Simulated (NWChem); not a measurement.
System: dichloromethane (CH2Cl2); SMILES C(Cl)Cl

```xyz
5

Cl     1.4943     0.0000     0.2157
C      0.0000     0.0000    -0.7601
Cl    -1.4943     0.0000     0.2157
H      0.0000     0.9097    -1.3865
H      0.0000    -0.9097    -1.3865
```
Atoms are numbered in this order, from 1.

Geometry: optimised at PBE-D3(BJ)/def2-SVP.

Symmetry labels are those of C2v in the frame above (b1 and b2, or b-type labels, depend on it).

### Question
List the 4 lowest vertical singlet excitations from Hartree-Fock/6-31G* (spherical d), CIS (NWChem).

### Answer
```
state  energy (eV)  oscillator strength  symmetry  leading excitation (squared amplitude)
-----  -----------  -------------------  --------  --------------------------------------
S1            8.09                0.002        b2                      HOMO → LUMO (0.80)
S2            8.20                0.011        b1                    HOMO−1 → LUMO (0.75)
S3            8.41                0.000        a2                    HOMO−3 → LUMO (0.62)
S4            8.65                0.001        a1                    HOMO−2 → LUMO (0.67)
```
